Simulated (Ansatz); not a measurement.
# AlC+ (quintet): the correlation ladder, def2-TZVPP

One table from this session's results is given with a row withheld; the runs are named, their logs left out.

Computed with Ansatz 0.2.0, Gaussian basis. Level: def2-TZVPP, core rule «outside noble gas», up to 6 orbitals frozen.

Plan: UHF; ROHF; CCSD(T) on UHF.

**What is computed**

The geometry is a PBE0/def2-TZVP stationary point (not a proven minimum) of the parent state, kept for this charge and spin.

2 atoms, charge 1, spin multiplicity 5.

Atoms are counted from 1 here; the program's logs count them from 0.

Bond lengths: Al1–C2 1.967 Å.

The first run:

Contents of in.yaml:

```yaml
crystal:
  periodic: [false, false, false]
  atoms:
    - {symbol: Al, position_ang: [0.000000, 0.000000, 0.000000]}
    - {symbol: C, position_ang: [0.000000, 0.000000, 1.966767]}
basis:
  gaussian: {orbitals: def2-TZVPP}
total_charge: 1
magnetization: {spin_polarized: true, initial_magnetization: 4}
hamiltonian: {xc: hf}
output: {orbitals: {seedname: orbitals}}
```

Started as:

```sh
$ ansatz run in.yaml --threads 1 --pin off --events-out ev --progress --plain --max-ram 4096MiB --backend cpu
```

Steps of the session up to this table: UHF; ROHF; CCSD(T) on UHF.

One table of the session follows, with a row left open; its other results are not shown here.

```
  method  from UCCSD(T) (meV)
    ROHF                    ?
     UHF              +3132.2
    UMP2               +649.2
   UCCSD               +130.9
UCCSD(T)                    0
```

**Question.** Estimate the row for ROHF.

As computed: from UCCSD(T) (meV): +3190.1. In the column «from UCCSD(T) (meV)» it is the highest.
